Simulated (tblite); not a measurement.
Compound: CH₈Si₂.
Atom-mapped SMILES: `[CH3:1][SiH2:2][SiH3:3]` (hydrogens: H4, H5, H6 on C1; H7, H8 on Si2; H9, H10, H11 on Si3)

Computed with GFN2-xTB (tblite), gas phase: Langevin dynamics at 200 K from the optimised GFN2-xTB geometry, time step 0.5 fs, friction 0.01 fs⁻¹, 2000 steps. The instantaneous temperature is 2·E(kin)/(3Nk) with all 3N coordinates.

```json
{"t (fs)": "0", "T (K)": "176", "E(pot) above start (eV)": "0.000", "C1–Si2 (Å)": "1.902", "Si2–Si3 (Å)": "2.311", "C1–H4 (Å)": "1.086"}
{"t (fs)": "50", "T (K)": "128", "E(pot) above start (eV)": "0.258", "C1–Si2 (Å)": "1.904", "Si2–Si3 (Å)": "2.283", "C1–H4 (Å)": "1.081"}
{"t (fs)": "100", "T (K)": "178", "E(pot) above start (eV)": "0.183", "C1–Si2 (Å)": "1.926", "Si2–Si3 (Å)": "2.310", "C1–H4 (Å)": "1.109"}
{"t (fs)": "150", "T (K)": "228", "E(pot) above start (eV)": "0.219", "C1–Si2 (Å)": "1.930", "Si2–Si3 (Å)": "2.357", "C1–H4 (Å)": "1.074"}
{"t (fs)": "200", "T (K)": "159", "E(pot) above start (eV)": "0.348", "C1–Si2 (Å)": "1.929", "Si2–Si3 (Å)": "2.311", "C1–H4 (Å)": "1.128"}
{"t (fs)": "250", "T (K)": "213", "E(pot) above start (eV)": "0.270", "C1–Si2 (Å)": "1.937", "Si2–Si3 (Å)": "2.272", "C1–H4 (Å)": "1.055"}
{"t (fs)": "300", "T (K)": "253", "E(pot) above start (eV)": "0.157", "C1–Si2 (Å)": "1.919", "Si2–Si3 (Å)": "2.349", "C1–H4 (Å)": "1.091"}
{"t (fs)": "350", "T (K)": "179", "E(pot) above start (eV)": "0.262", "C1–Si2 (Å)": "1.917", "Si2–Si3 (Å)": "2.339", "C1–H4 (Å)": "1.104"}
{"t (fs)": "400", "T (K)": "304", "E(pot) above start (eV)": "0.174", "C1–Si2 (Å)": "1.886", "Si2–Si3 (Å)": "2.281", "C1–H4 (Å)": "1.096"}
{"t (fs)": "450", "T (K)": "207", "E(pot) above start (eV)": "0.425", "C1–Si2 (Å)": "1.942", "Si2–Si3 (Å)": "2.388", "C1–H4 (Å)": "1.085"}
{"t (fs)": "500", "T (K)": "348", "E(pot) above start (eV)": "0.208", "C1–Si2 (Å)": "1.915", "Si2–Si3 (Å)": "2.291", "C1–H4 (Å)": "1.111"}
{"t (fs)": "550", "T (K)": "179", "E(pot) above start (eV)": "0.278", "C1–Si2 (Å)": "1.882", "Si2–Si3 (Å)": "2.303", "C1–H4 (Å)": "1.066"}
{"t (fs)": "600", "T (K)": "186", "E(pot) above start (eV)": "0.247", "C1–Si2 (Å)": "1.861", "Si2–Si3 (Å)": "2.394", "C1–H4 (Å)": "1.121"}
{"t (fs)": "650", "T (K)": "244", "E(pot) above start (eV)": "0.237", "C1–Si2 (Å)": "1.872", "Si2–Si3 (Å)": "2.287", "C1–H4 (Å)": "1.051"}
{"t (fs)": "700", "T (K)": "201", "E(pot) above start (eV)": "0.195", "C1–Si2 (Å)": "1.873", "Si2–Si3 (Å)": "2.316", "C1–H4 (Å)": "1.104"}
{"t (fs)": "750", "T (K)": "195", "E(pot) above start (eV)": "0.165", "C1–Si2 (Å)": "1.876", "Si2–Si3 (Å)": "2.370", "C1–H4 (Å)": "1.081"}
{"t (fs)": "800", "T (K)": "247", "E(pot) above start (eV)": "0.175", "C1–Si2 (Å)": "1.868", "Si2–Si3 (Å)": "2.327", "C1–H4 (Å)": "1.106"}
{"t (fs)": "850", "T (K)": "287", "E(pot) above start (eV)": "0.185", "C1–Si2 (Å)": "1.912", "Si2–Si3 (Å)": "2.248", "C1–H4 (Å)": "1.079"}
{"t (fs)": "900", "T (K)": "224", "E(pot) above start (eV)": "0.230", "C1–Si2 (Å)": "1.931", "Si2–Si3 (Å)": "2.421", "C1–H4 (Å)": "1.082"}
{"t (fs)": "950", "T (K)": "220", "E(pot) above start (eV)": "0.210", "C1–Si2 (Å)": "1.921", "Si2–Si3 (Å)": "2.276", "C1–H4 (Å)": "1.097"}
{"t (fs)": "1000", "T (K)": "263", "E(pot) above start (eV)": "0.216", "C1–Si2 (Å)": "1.874", "Si2–Si3 (Å)": "2.295", "C1–H4 (Å)": "1.126"}
```

**Question.** From 500 fs on, how do temperature and potential energy compare with equipartition?

**Answer.** The mean temperature of these 11 frames is 236 K against the target 200 K, and the mean potential energy 0.21 eV against 27 × kT/2 = 0.23 eV for 27 classical harmonic modes. For 11 atoms in a canonical ensemble the temperature itself scatters by T·√(2/(3N)) = 49 K; here its standard deviation is 48 K. The whole run lasts only 10 friction times of 100 fs, so these averages carry a wide statistical error.

**Question.** What are the kinetic and total energies of the listed frame with the highest potential energy?

**Answer.** The one at 450 fs, 0.425 eV above the start. Its kinetic energy is 3NkT/2 = 0.294 eV at 207 K, so the sum is 0.72 eV; over the listed frames the sum runs from 0.25 to 0.72 eV, since the thermostat adds and removes energy.

**Question.** How much do the listed bonds fluctuate from 500 fs on?

**Answer.** 
```csv
bond,at the start (Å),mean (Å),standard deviation (Å)
C1–Si2,1.902,1.890,0.024
Si2–Si3,2.311,2.321,0.051
C1–H4,1.086,1.093,0.022
```

The motion is classical and holds no zero-point motion.

The cost below is that of the whole dynamics run. The run took 12 s wall on one thread, Intel Xeon Platinum 8259CL at 2.50 GHz (x86_64), no GPU, shared host, and the process peaked at 0.19 GiB of memory.
